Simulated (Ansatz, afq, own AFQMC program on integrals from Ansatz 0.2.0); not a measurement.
# BeMg⁻, doublet → BeMg, triplet

```csv
atom,x (Å),y (Å),z (Å)
Be,0.0000,0.0000,0.0000
Mg,0.0000,0.0000,2.7131
```

E(triplet, charge +0) − E(doublet, charge -1) at this geometry, on UHF and UHF determinants.

Basis aug-cc-pVDZ. Noble-gas cores (and the filled d shells of Ga–Kr and In–Xe) are frozen. Integrals, coupled cluster, full CI and functionals: Ansatz 0.2.0; the random walks run on the same integrals in our own AFQMC program. The CISD trial takes its coefficients from CCSD amplitudes. Released means that phaseless walkers are propagated on without the constraint, phases kept. Error bars are statistical, one sigma. The errors of all members are added in quadrature.

Full CI on the same integrals is exact in this basis and with this determinant's frozen core.

Errors are counted within aug-cc-pVDZ, not against nature.

Cautions: BeMg⁻ (doublet): an unrestricted solution with more broken spin lies lower, raised T1 diagnostic (T1 0.040, weight of the determinant 0.82, largest double 0.09), (T) is large, 6 % of the CCSD correlation, the released energies are still falling, so no released level is given (meV from the phaseless value at times in 1/Eh: -5 ± 12 at 0.24, -7 ± 11 at 0.51, -23 ± 11 at 0.99, -26 ± 10 at 1.62, -38 ± 9 at 2.40), the ph-AFQMC/HF walk drifts between its halves (2.2 errors), its ph-AFQMC/CISD value lies 65 ± 10 meV above full CI; BeMg (triplet): lower spins were not checked, its ph-AFQMC/CISD value lies 16 ± 3 meV above full CI; this needn't be the first ionization.

```tsv
level	vertical detachment energy (eV)
HF	0.298
CCSD	1.554
```

Task: From these cheaper values, estimate the vertical detachment energy at the reference level in aug-cc-pVDZ.

Result: 1.712 eV (full CI in aug-cc-pVDZ).

| level | vertical detachment energy (eV) | error against FCI (eV) |
| --- | --- | --- |
| MP2 | 1.266 | -0.446 |
| CCSD(T) | 1.667 | -0.045 |
| CCSDT | 1.700 | -0.013 |
| CCSDT(Q) | 1.710 | -0.002 |
| ph-AFQMC/HF | 1.542 ± 0.055 | -0.170 ± 0.055 |
| ph-AFQMC/CISD | 1.663 ± 0.011 | -0.049 ± 0.011 |

Correlation beyond CCSD(T) adds 0.045 eV. The perturbative (T) step is worth +0.113 eV.

CCSDT and higher add their correlation energy to the determinant of the CCSD(T) run, since their own runs factorise the integrals more tightly (a shift of under 2 meV). A walk keeps the symmetry of its determinant, which the program's search chose and which needn't be the lowest solution, so a lower state of the same spin and another symmetry isn't excluded.
